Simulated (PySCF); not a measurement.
# Two probes of the same atoms: core binding energy and nuclear shielding

Species: C5H7Cl.
SMILES with atom numbers: `[CH2:1]=[C:2]([CH3:3])/[CH:4]=[CH:5]/[Cl:6]`

Cartesian coordinates in Å at the GFN2-xTB level; atoms count from 1:
```xyz
13
C5H7Cl angstrom
C     -1.0845    1.4547    0.5104
C     -0.4182    0.3593    0.1445
C     -1.1159   -0.9454   -0.0982
C      1.0245    0.4167   -0.0291
C      1.7905   -0.6096   -0.3879
Cl     3.4936   -0.4640   -0.5728
H     -2.1518    1.4518    0.6494
H     -0.5838    2.3918    0.6836
H     -0.7309   -1.7108    0.5736
H     -0.9521   -1.2776   -1.1221
H     -2.1847   -0.8422    0.0673
H      1.4820    1.3789    0.1555
H      1.4270   -1.6031   -0.5922
```

Binding energies: delta-SCF UKS SCAN, pcX-2 on the ionised atom, pcseg-1 elsewhere, spin-free X2C in PySCF 2.14.0. Shieldings: GIAO PBE0/pcSseg-1, non-relativistic, same geometry.

```csv
atom,C 1s (eV)
C1,289.71
C2,290.86
C3,290.91
C4,290.60
C5,291.48
```

Problem. What are the absolute isotropic shieldings of these atoms?

Solution. 
| atom | environment | C 1s (eV) | isotropic shielding (ppm) |
| --- | --- | --- | --- |
| C1 | terminal =CH2 carbon | 289.71 | 61.8 |
| C4 | alkene CH carbon | 290.60 | 42.8 |
| C2 | fully substituted alkene carbon | 290.86 | 39.7 |
| C3 | allylic carbon | 290.91 | 166.2 |
| C5 | vinylic C–Cl carbon | 291.48 | 54.8 |

Problem. Among the listed atoms, is the one with the highest binding energy also the least shielded?

Solution. No. The highest binding energy is at C5 (291.48 eV, shielding 54.8 ppm), the lowest shielding at C2 (39.7 ppm, 290.86 eV).

By binding energy: C1 < C4 < C2 ≈ C3 < C5. By shielding: C2 < C4 < C5 < C1 < C3.

The unrestricted hole states depart most from a pure doublet (⟨S²⟩ = 0.75; over 0.85 named) for C 1s of C2 (0.91) and C 1s of C4 (0.87), which makes these values less certain. The structure is a single GFN2-xTB conformer in the gas phase; no vibrational or solvent corrections.
